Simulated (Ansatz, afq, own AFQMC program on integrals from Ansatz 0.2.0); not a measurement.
CH$_{2}$N, quartet: AFQMC among the cluster methods

```xyz
4

N     0.0000    0.0000    0.6701
C     0.0000    0.0000   -0.9799
H     0.0000    0.8633    1.1823
H     0.0000   -0.8633    1.1823
```

Connectivity, by distances: NH2–C.

Basis cc-pVDZ. Noble-gas cores (and the filled d shells of Ga–Kr and In–Xe) are frozen. Ansatz 0.2.0 and our own AFQMC program on the same integrals; the CISD trial comes from CCSD amplitudes, and released means the phaseless constraint is let go. Error bars are statistical, one sigma.

Determinant: UHF, the one that the program's search chose, which needn't be the lowest solution. The geometry is a point of a scan.

No full CI on the walks' own integrals is used here; CCSDT(Q) serves as the reference and is uncertain by about the last step of the cluster series.

Cautions: lower spins were not checked.

* T1 diagnostic: 0.0200
* weight of the determinant in the CISD state: 0.901
* ⟨S²⟩ of the determinant: 3.755
* size of the correlated space: 11 electrons in 36 orbitals

Reference: CCSDT(Q), correlation energy -7.125 eV. The released energy is read at 2.40 1/Eh (meV from the phaseless value at times in 1/Eh: -5 ± 13 at 0.24, -29 ± 13 at 0.51, -12 ± 17 at 0.99, -29 ± 19 at 1.62, -29 ± 19 at 2.40).

```json
{"level": "HF", "E − E(reference) (meV)": "7125.0", "share of correlation (%)": "0.00"}
{"level": "MP2", "E − E(reference) (meV)": "907.3", "share of correlation (%)": "87.27"}
{"level": "CCSD", "E − E(reference) (meV)": "224.5", "share of correlation (%)": "96.85"}
{"level": "CCSD(T)", "E − E(reference) (meV)": "40.0", "share of correlation (%)": "99.44"}
{"level": "CCSDT", "E − E(reference) (meV)": "17.8", "share of correlation (%)": "99.75"}
{"level": "ph-AFQMC/HF", "E − E(reference) (meV)": "41.7 ± 74.1", "share of correlation (%)": "99.41"}
{"level": "ph-AFQMC/CISD", "E − E(reference) (meV)": "17.4 ± 14.2", "share of correlation (%)": "99.76"}
{"level": "released AFQMC", "E − E(reference) (meV)": "-11.3 ± 18.9", "share of correlation (%)": "100.16"}
```

A walk keeps the symmetry of its determinant, which the program's search chose and which needn't be the lowest solution, so a lower state of the same spin and another symmetry isn't excluded. Released energies are given only where the last usable release times agree within the noise; a slower fall can still hide under it.
